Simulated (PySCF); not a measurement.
Bonds (- single, = double, # triple, : aromatic): C1-C2 1.523 Å, C2-C3 1.523 Å, C2-C4 1.515 Å, C4-F5 1.354 Å, C4-F6 1.356 Å. C1 carries H7, H8, H9; C2 carries H10; C3 carries H11, H12, H13; C4 carries H14.

- PBE0-D3(BJ)/def2-SVP structure
- shielding tensors at KT3/pcSseg-2 (GIAO)
- code: PySCF
- no relativistic terms, rapidly exchanging positions averaged, one conformer, no solvent

δ = σ(ref) − σ, references computed at the same level: TMS for ¹³C and ¹H; ¹⁹F vs CFCl3.

| atoms | nucleus | count | δ (ppm) |
| --- | --- | --- | --- |
| C2 | ¹³C | 1 | 38.4 |
| F5/F6 | ¹⁹F | 2 | ? |
| H14 | ¹H | 1 | 5.82 |
| C4 | ¹³C | 1 | ? |
| C1/C3 | ¹³C | 2 | 16.1 |
| H10 | ¹H | 1 | 1.85 |
| H7/H8/H9/H11/H12/H13 | ¹H | 6 | 0.99 |

Fill in the missing shifts.

Answers


- C4: 124.2 ppm, sp3 CH bonded to 2 F; 2 electronegative neighbours deshield it
- F5/F6: -157.1 ppm, fluorine of a CF2 group

Shifts are as computed, not scaled to solution data. Of 1211 compounds with measured shifts, 218 miss one by over three times the rms of a fit or turn the order of signals round; such compounds aren't used in these exercises. Unscaled 19F shifts against computed CFCl3 carry errors that often reach 10 to 50 ppm.
